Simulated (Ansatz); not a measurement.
C4H8O2 can be A, `C=COCOC`, or B, `C1COCOC1`.

Isolated molecules relaxed with PBE0-D4/def2-TZVP in Ansatz; ΔE leaves out vibrations. CCSD(T)/CBS adds triple-zeta CCSD(T) − MP2 to the extrapolated MP2 energy (def2 sets, frozen cores). DFT in def2-TZVPP. B3LYP here is the variant with VWN-RPA as its local correlation; programs differ in this. One conformer a species, not always the lowest.

Problem. Which isomer does CCSD(T)/CBS put lower? Give the gap. (Estimate.)

Solution. Computed: B, by 19.6 kcal/mol.

Problem. Give E(B) − E(A) in kcal/mol with PBE0-D4, B3LYP-D4, CCSD/def2-TZVPP, ωB97M-V, PBE-D4, B2PLYP, B3LYP. (Estimate.)

Solution. The calculation gave: PBE0-D4 -21.6, B3LYP-D4 -15.7, CCSD/def2-TZVPP -19.9, ωB97M-V -19.6, PBE-D4 -18.2, B2PLYP -16.7, B3LYP -14.2. None reverses the order clearly.

Largest T1 diagnostic: 0.012.

The D4 term adds −1.5 kcal/mol with B3LYP and −0.7 kcal/mol with PBE0; it sums over pairs of atoms, weighted by their polarisabilities, and B3LYP, whose exchange is more repulsive, gets the larger term. In def2-TZVPP, CCSD(T) changes the Hartree–Fock value by −3.4 kcal/mol (the triples alone add +0.4 kcal/mol) and MP2 by −5.0 kcal/mol.
